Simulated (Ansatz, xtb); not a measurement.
## Relative energy of two isomers of C5H11N

Structure I is `[H]/N=C(\C)CCC`, a singlet and structure II is `C[C@@H]1CCNC1`, a singlet. Both are isolated molecules in the gas phase, relaxed with PBE-D3(BJ)/def2-SVP; the shapes shown needn't be the lowest conformers.

I (Å):

```yaml
atoms:
  - { symbol: C, position_ang: [-1.3489, 0.6400, 2.3424] }
  - { symbol: C, position_ang: [-0.5713, -0.3271, 1.4497] }
  - { symbol: C, position_ang: [0.1938, 0.3872, 0.3205] }
  - { symbol: C, position_ang: [1.0083, -0.5559, -0.5435] }
  - { symbol: C, position_ang: [0.2321, -1.4052, -1.5286] }
  - { symbol: N, position_ang: [2.2830, -0.5832, -0.3792] }
  - { symbol: H, position_ang: [-1.8807, 0.1070, 3.1561] }
  - { symbol: H, position_ang: [-0.6723, 1.3829, 2.8135] }
  - { symbol: H, position_ang: [-2.1064, 1.2064, 1.7611] }
  - { symbol: H, position_ang: [-1.2702, -1.0773, 1.0187] }
  - { symbol: H, position_ang: [0.1587, -0.9026, 2.0589] }
  - { symbol: H, position_ang: [0.8980, 1.1222, 0.7597] }
  - { symbol: H, position_ang: [-0.5302, 0.9467, -0.3138] }
  - { symbol: H, position_ang: [-0.2830, -0.7602, -2.2723] }
  - { symbol: H, position_ang: [-0.5630, -1.9875, -1.0176] }
  - { symbol: H, position_ang: [0.8925, -2.1106, -2.0700] }
  - { symbol: H, position_ang: [2.7002, -1.2854, -1.0185] }
```

II (Å):

```csv
atom,x (Å),y (Å),z (Å)
C,-0.6663,0.6447,2.3349
C,0.2087,-0.3501,1.5775
C,0.3480,-0.0665,0.0506
C,0.1147,-1.4355,-0.6334
C,-0.3048,-1.8040,1.6135
N,0.3366,-2.3947,0.4471
H,-0.7542,0.3752,3.4079
H,-1.6928,0.6763,1.9116
H,-0.2510,1.6719,2.2832
H,1.2257,-0.3504,2.0232
H,1.3509,0.3410,-0.1848
H,-0.3961,0.6813,-0.2918
H,-0.9294,-1.4692,-1.0443
H,0.8046,-1.6232,-1.4830
H,-0.0201,-3.3304,0.2245
H,-1.4293,-1.7950,1.5567
H,-0.0248,-2.3376,2.5462
```

Quicker runs give these differences E(II) − E(I): GFN2-xTB −13.92 kcal/mol; HF/STO-3G −29.14 kcal/mol (at GFN2-xTB geometries); r2SCAN-D4/def2-SVP −1.83 kcal/mol (at GFN2-xTB geometries).

Task: Estimate E(II) − E(I) at the level CCSD(T)/def2-SVP + ΔMP2/def2-TZVPP.

Result: Too close to call at this level: CCSD(T)/def2-SVP + ΔMP2/def2-TZVPP gives E(II) − E(I) = +0.72 kcal/mol.

How the difference moves with the method:

```csv
level,geometry,E(II) − E(I) (kcal/mol),departure from the last row (kcal/mol),"job, with rough time for the two"
GFN2-xTB,GFN2-xTB,−13.92,−14.64,"optimisation, 0.1 s"
HF/STO-3G,GFN2-xTB,−29.14,−29.86,"single point, 0.28 s"
r2SCAN-D4/def2-SVP,GFN2-xTB,−1.83,−2.55,"single point, 3 s"
PBE-D3(BJ)/def2-SVP,PBE-D3(BJ)/def2-SVP,−1.19,−1.92,"optimisation, 30 s"
HF/def2-SVP,PBE-D3(BJ)/def2-SVP,+0.87,+0.15,part of the CCSD(T) run
MP2/def2-SVP,PBE-D3(BJ)/def2-SVP,−0.25,−0.97,part of the CCSD(T) run
CCSD(T)/def2-SVP,PBE-D3(BJ)/def2-SVP,+1.37,+0.65,single point
CCSD(T)/def2-SVP + ΔMP2/def2-TZVPP,PBE-D3(BJ)/def2-SVP,+0.72,,"single point, 53 s"
```

As drawn, II has 2 C–N in place of 1 C=N. Structure I has no ring, II a 5-membered ring.

The largest departure from CCSD(T)/def2-SVP + ΔMP2/def2-TZVPP is that of HF/STO-3G, 29.86 kcal/mol. A small imaginary or near-zero mode remains, so no thermal terms are given. The last row adds to CCSD(T) the change of the MP2 difference between the two basis sets, here −0.65 kcal/mol.

The correlated steps freeze 6 core orbitals. Programs: Ansatz 0.2.0, xtb 6.7.1; the last row on 4 threads of Arm Neoverse V2 on a shared host.
